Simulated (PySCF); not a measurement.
tetrafluoroethylene cation (C2F4), SMILES FC(F)=C(F)F (connectivity only; charge and spin as stated), charge +1, multiplicity 2.

The structure is a stationary point at PBE0-D3(BJ)/def2-SVP. The spin state was assumed, not searched.

Method: TDA-LC-ωPBE/def2-SVPD (PySCF).

Vertical excitations. 

Problem. Give excitation energies, oscillator strengths and character. (The exact figures need the calculation; the answer reports its results.)

Solution. 
```json
[
 {"state": "root 1", "energy (eV)": "5.90", "λ (nm)": "210", "f": "0.233", "main pairs": "α HOMO→LUMO 96 %"},
 {"state": "root 2", "energy (eV)": "6.34", "λ (nm)": "195", "f": "0.001", "main pairs": "β HOMO→LUMO 97 %"},
 {"state": "root 3", "energy (eV)": "6.68", "λ (nm)": "186", "f": "0.000", "main pairs": "β HOMO−1→LUMO 96 %"},
 {"state": "root 4", "energy (eV)": "7.30", "λ (nm)": "170", "f": "0.000", "main pairs": "β HOMO−4→LUMO 93 %"},
 {"state": "root 5", "energy (eV)": "7.62", "λ (nm)": "163", "f": "0.000", "main pairs": "β HOMO−2→LUMO 91 %"},
 {"state": "root 6", "energy (eV)": "7.74", "λ (nm)": "160", "f": "0.074", "main pairs": "β HOMO−3→LUMO 90 %"},
 {"state": "root 7", "energy (eV)": "8.24", "λ (nm)": "150", "f": "0.000", "main pairs": "β HOMO−5→LUMO 91 %"},
 {"state": "root 8", "energy (eV)": "8.61", "λ (nm)": "144", "f": "0.000", "main pairs": "α HOMO→LUMO+3 89 %"},
 {"state": "root 9", "energy (eV)": "8.74", "λ (nm)": "142", "f": "0.021", "main pairs": "α HOMO→LUMO+1 91 %"},
 {"state": "root 10", "energy (eV)": "9.40", "λ (nm)": "132", "f": "0.099", "main pairs": "β HOMO−6→LUMO 92 %"}
]
```
Unrestricted roots are not spin-pure.
